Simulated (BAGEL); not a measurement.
# CH5BN− (SMILES [BH3-]N=C): HF/aug-cc-pVDZ (density fitting with qzvpp-jkfit)

What is the vertical ionisation energy of CH5BN− at HF/aug-cc-pVDZ (density fitting with qzvpp-jkfit)? 

Program for the calculation: BAGEL 1.2.2.

### Step 1. The structure to begin with

CH5BN−: 8 atoms, total charge -1, spin state singlet. SMILES: `[BH3-]N=C`. The shape is that of a GFN2-xTB optimisation.

Bond lengths: B1–N2 1.547 Å, N2–C3 1.237 Å, B1–H4 1.227 Å, B1–H5 1.222 Å, B1–H6 1.227 Å, C3–H7 1.118 Å, C3–H8 1.106 Å. Angles: B1–N2–C3 122.9°, N2–B1–H4 109.8°, N2–B1–H5 108.3°, N2–B1–H6 109.4°, N2–C3–H7 126.8°, N2–C3–H8 120.8°, H4–B1–H5 110.1°, H4–B1–H6 109.4°, H5–B1–H6 109.9°, H7–C3–H8 112.4°.

### Step 2. The energy at HF/aug-cc-pVDZ (density fitting with qzvpp-jkfit)

Input file input.json:

```json
{ "bagel": [

{
  "title": "molecule",
  "basis": "aug-cc-pvdz.json",
  "df_basis": "qzvpp-jkfit",
  "angstrom": true,
  "geometry": [
    { "atom": "B", "xyz": [       0.165600,       1.032650,       0.317000 ] },
    { "atom": "N", "xyz": [       0.676790,      -0.343350,      -0.170270 ] },
    { "atom": "C", "xyz": [      -0.078150,      -1.293200,      -0.410600 ] },
    { "atom": "H", "xyz": [      -0.623460,       1.495860,      -0.501040 ] },
    { "atom": "H", "xyz": [       1.127090,       1.777360,       0.440280 ] },
    { "atom": "H", "xyz": [      -0.400090,       0.897810,       1.397340 ] },
    { "atom": "H", "xyz": [      -1.192360,      -1.302570,      -0.318090 ] },
    { "atom": "H", "xyz": [       0.324580,      -2.264550,      -0.754640 ] }
  ]
},

{ "title": "hf", "charge": -1 },

{ "title": "print", "file": "orbitals.molden", "orbitals": true }

]}
```

The basis set aug-cc-pVDZ is read from a file made from the Basis Set Exchange's data (not shown).

Command:

```bash
$ BAGEL_NUM_THREADS=1 BAGEL input.json > input.out
```

The log of the run:

```text
* using 1 threads per process

  ===============================================================
  ===============================================================

  *** Geometry ***

  { "atom" : "B", "xyz" : [      0.312939,      1.951426,      0.599043 ] },
  { "atom" : "N", "xyz" : [      1.278948,     -0.648837,     -0.321764 ] },
  { "atom" : "C", "xyz" : [     -0.147682,     -2.443794,     -0.775922 ] },
  { "atom" : "H", "xyz" : [     -1.178169,      2.826766,     -0.946828 ] },
  { "atom" : "H", "xyz" : [      2.129891,      3.358724,      0.832009 ] },
  { "atom" : "H", "xyz" : [     -0.756061,      1.696615,      2.640590 ] },
  { "atom" : "H", "xyz" : [     -2.253234,     -2.461501,     -0.601103 ] },
  { "atom" : "H", "xyz" : [      0.613367,     -4.279379,     -1.426063 ] },

  Number of auxiliary basis functions:      317

  Since a DF basis is specified, we compute 2- and 3-index integrals:
    o Being stored without compression. Storage requirement is 0.033 GB

  Number of basis functions:      114
  Number of electrons      :       23

    * METHOD: MOLECULE                             0.18

  *** RHF ***

  === Nuclear Repulsion ===
    63.9412384149

      * DIIS with orbital gradients will be used.

  === RHF iteration (aug-cc-pvdz.json) ===
      0       -119.23811202          0.03419094           0.04
      1       -118.24822571          0.05810465           0.04
      2       -119.86236882          0.00727810           0.05
      3       -119.88879057          0.00216569           0.07
      4       -119.89147800          0.00074031           0.07
      5       -119.89196548          0.00023831           0.07
      6       -119.89205582          0.00006965           0.07
      7       -119.89206216          0.00002563           0.07
      8       -119.89206279          0.00000724           0.07
      9       -119.89206284          0.00000170           0.07
     10       -119.89206284          0.00000057           0.08
     11       -119.89206284          0.00000014           0.07
     12       -119.89206284          0.00000005           0.06
     13       -119.89206284          0.00000002           0.07
     14       -119.89206284          0.00000001           0.07
    * SCF iteration converged.

    * Permanent dipole moment:
           (    0.373962,     1.746786,     0.528722) a.u.

    * METHOD: HF                                   1.10

    * METHOD: PRINT                                0.04

  ===============================================================
```

Wall time 1.7 s (1 thread of Intel Xeon Platinum 8375C at 2.90GHz (Ice Lake), shared host); peak memory 0.099 GiB.

### Step 3. Doublet neutral CH5BN at the same level

Input file job.json:

```json
{ "bagel" : [

{
  "title" : "molecule",
  "basis" : "aug-cc-pvdz.json",
  "df_basis" : "qzvpp-jkfit",
  "angstrom" : true,
  "geometry" : [
    { "atom" : "B", "xyz" : [       0.165600,       1.032650,       0.317000 ] },
    { "atom" : "N", "xyz" : [       0.676790,      -0.343350,      -0.170270 ] },
    { "atom" : "C", "xyz" : [      -0.078150,      -1.293200,      -0.410600 ] },
    { "atom" : "H", "xyz" : [      -0.623460,       1.495860,      -0.501040 ] },
    { "atom" : "H", "xyz" : [       1.127090,       1.777360,       0.440280 ] },
    { "atom" : "H", "xyz" : [      -0.400090,       0.897810,       1.397340 ] },
    { "atom" : "H", "xyz" : [      -1.192360,      -1.302570,      -0.318090 ] },
    { "atom" : "H", "xyz" : [       0.324580,      -2.264550,      -0.754640 ] }
  ]
},

{
  "title" : "uhf",
  "nopen" : 1
},

{
  "title" : "print",
  "file" : "orbitals.molden",
  "orbitals" : true
}

]}
```

The basis set aug-cc-pVDZ is read from a file made from the Basis Set Exchange's data (not shown).

Command:

```bash
$ BAGEL_NUM_THREADS=1 BAGEL job.json > job.out
```

The log of the run:

```text
* using 1 threads per process

  ===============================================================
  ===============================================================

  *** Geometry ***

  { "atom" : "B", "xyz" : [      0.312939,      1.951426,      0.599043 ] },
  { "atom" : "N", "xyz" : [      1.278948,     -0.648837,     -0.321764 ] },
  { "atom" : "C", "xyz" : [     -0.147682,     -2.443794,     -0.775922 ] },
  { "atom" : "H", "xyz" : [     -1.178169,      2.826766,     -0.946828 ] },
  { "atom" : "H", "xyz" : [      2.129891,      3.358724,      0.832009 ] },
  { "atom" : "H", "xyz" : [     -0.756061,      1.696615,      2.640590 ] },
  { "atom" : "H", "xyz" : [     -2.253234,     -2.461501,     -0.601103 ] },
  { "atom" : "H", "xyz" : [      0.613367,     -4.279379,     -1.426063 ] },

  Number of auxiliary basis functions:      317

  Since a DF basis is specified, we compute 2- and 3-index integrals:
    o Being stored without compression. Storage requirement is 0.033 GB

  Number of basis functions:      114
  Number of electrons      :       23

    * METHOD: MOLECULE                             0.17

  *** Open-shell HF ***

  === Nuclear Repulsion ===
    63.9412384149

      * DIIS with orbital gradients will be used.

  === UHF iteration (aug-cc-pvdz.json) ===
      0       -119.31073287          0.05770534           0.08
      1       -119.55975249          0.04754578           0.09
      2       -119.64925691          0.03329710           0.10
      3       -119.80691695          0.00472241           0.09
      4       -119.81355208          0.00174033           0.09
      5       -119.81572817          0.00080767           0.09
      6       -119.81707091          0.00024511           0.08
      7       -119.81766144          0.00014862           0.08
      8       -119.81834230          0.00010346           0.10
      9       -119.81889471          0.00009097           0.08
     10       -119.81918614          0.00008607           0.08
     11       -119.82009522          0.00008551           0.08
     12       -119.82003598          0.00008860           0.08
     13       -119.82025025          0.00003970           0.08
     14       -119.82034866          0.00003310           0.08
     15       -119.82032950          0.00004179           0.08
     16       -119.82034479          0.00000903           0.08
     17       -119.82034999          0.00000276           0.08
     18       -119.82035014          0.00000146           0.08
     19       -119.82035027          0.00000042           0.08
     20       -119.82035027          0.00000019           0.08
     21       -119.82035027          0.00000012           0.09
     22       -119.82035027          0.00000007           0.09
     23       -119.82035027          0.00000003           0.09
     24       -119.82035027          0.00000001           0.09
     25       -119.82035027          0.00000001           0.11
    * SCF iteration converged.

    * S^2 (UHF) is 0.9617

    * Permanent dipole moment:
           (    0.213102,     2.097720,     0.658753) a.u.

    * METHOD: UHF                                  2.38

    * METHOD: PRINT                                0.05

  ===============================================================
```

Run time: 2.9 s. Hardware: 1 thread of Intel Xeon Platinum 8375C at 2.90GHz (Ice Lake), shared host; peak memory 0.1 GiB.

### Step 4. Results

Level: HF/aug-cc-pVDZ (density fitting with qzvpp-jkfit).

```
                                                             quantity          value
                                         singlet CH5BN−: total energy  -119.89206 Eh
                                          singlet CH5BN−: HOMO energy       -4.23 eV
                                          singlet CH5BN−: LUMO energy        3.85 eV
singlet CH5BN−: HOMO–LUMO gap (to an unbound level, set by the basis)        8.07 eV
                                  doublet neutral CH5BN: total energy  -119.82035 Eh
                                 doublet neutral CH5BN: dipole moment         5.61 D
                                          doublet neutral CH5BN: ⟨S²⟩          0.962
                  vertical detachment energy (to the doublet neutral)       1.951 eV
```

In words: Removing an electron at fixed nuclei costs 1.95 eV (45 kcal/mol). The negative HOMO energy of the first species, 4.23 eV, lies 2.28 eV above that difference. ⟨S²⟩ (doublet neutral CH5BN) is 0.96 where a pure doublet has 0.75: the reference is spin-contaminated.
